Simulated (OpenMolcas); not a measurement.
AlSiH4O (SMILES [AlH][O][SiH3]): methods side by side

AlSiH4O: 7 atoms, total charge 0, spin state doublet. SMILES: `[AlH][O][SiH3]`. Geometry: relaxed at PBE0-D4/def2-TZVP. This is one conformer, not always the lowest.

```jsonl
{"atom": "Al", "x (Å)": "-1.6437", "y (Å)": "-1.5037", "z (Å)": "-0.2011"}
{"atom": "O", "x (Å)": "-0.4030", "y (Å)": "-0.3686", "z (Å)": "-0.0473"}
{"atom": "Si", "x (Å)": "0.8709", "y (Å)": "0.5674", "z (Å)": "0.3358"}
{"atom": "H", "x (Å)": "-2.5801", "y (Å)": "-1.3528", "z (Å)": "-1.5002"}
{"atom": "H", "x (Å)": "1.2044", "y (Å)": "1.4636", "z (Å)": "-0.8027"}
{"atom": "H", "x (Å)": "0.5549", "y (Å)": "1.4012", "z (Å)": "1.5262"}
{"atom": "H", "x (Å)": "2.0578", "y (Å)": "-0.2752", "z (Å)": "0.6435"}
```

Each level gives the dipole moment (D). The values are calculated.

```
               level             kind     program  value (D)  CPU time
     UHF/aug-cc-pVDZ     Hartree–Fock  OpenMolcas       0.78      17 s
  USVWN5/aug-cc-pVDZ              LDA  OpenMolcas       0.56      36 s
    UPBE/aug-cc-pVDZ              GGA  OpenMolcas       0.60      65 s
U-r2SCAN/aug-cc-pVDZ         meta-GGA  OpenMolcas       0.65      66 s
  UM06-L/aug-cc-pVDZ         meta-GGA  OpenMolcas       0.58      66 s
   UTPSS/aug-cc-pVDZ         meta-GGA  OpenMolcas       0.60      73 s
  UB3LYP/aug-cc-pVDZ    global hybrid  OpenMolcas       0.71      57 s
 UM06-2X/aug-cc-pVDZ  hybrid meta-GGA  OpenMolcas       0.87      82 s
```

The values span 0.56 to 0.87 D. Magnitudes only. Times are those of the runs behind each value, whatever else they computed, on shared processors of several kinds: orders of magnitude only.
